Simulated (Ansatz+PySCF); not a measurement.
Two shapes of singlet NH₄F in separate pieces.

Shape 1:

```xyz
6

N     0.0000    0.0000    0.0000
H     0.5945    0.5945    0.5945
H     0.5945   -0.5945   -0.5945
H    -0.5945    0.5945   -0.5945
H    -0.5945   -0.5945    0.5945
F    10.0000    0.0000    0.0000
```

Shape 2:

```xyz
6

N     0.0000    0.0000    0.0000
H     0.5945    0.5945    0.5945
H     0.5945   -0.5945   -0.5945
H    -0.5945    0.5945   -0.5945
H    -0.5945   -0.5945    0.5945
F    30.0000    0.0000    0.0000
```

Basis set: cc-pVDZ (spherical functions). Correlated methods keep 2 orbitals frozen. Charge 0, multiplicity 1.

Computed with Ansatz (development build ahead of 0.2.0); each method stands on the lowest determinant of its kind that the runs found.

(1) Which shape is lower in energy, and by how much in each method?

## Answers

(1)

| method | E(2) − E(1) (eV) |
| --- | --- |
| RHF-MP2 | 0.961 |
| RHF-CCSD | 0.961 |
| UHF-CCSD | 0.000 |
| r²SCAN (unrestricted) | 0.166 |
| ωB97X (restricted) | 0.743 |

Shape 1 is lower, bar methods that put the two within 0.005 eV. Caution for RHF-MP2, RHF-CCSD, UHF-CCSD: bonds are stretched, where a single reference can fail. Caution for RHF-MP2, RHF-CCSD, ωB97X (restricted): an unrestricted determinant lies well below. Caution for UHF-CCSD: the unrestricted determinant is a mixture of spin states; a plain start can end on a higher determinant. Caution for r²SCAN (unrestricted), ωB97X (restricted): charge can spread falsely over distant fragments. Caution for r²SCAN (unrestricted): the unrestricted determinant is spin contaminated.
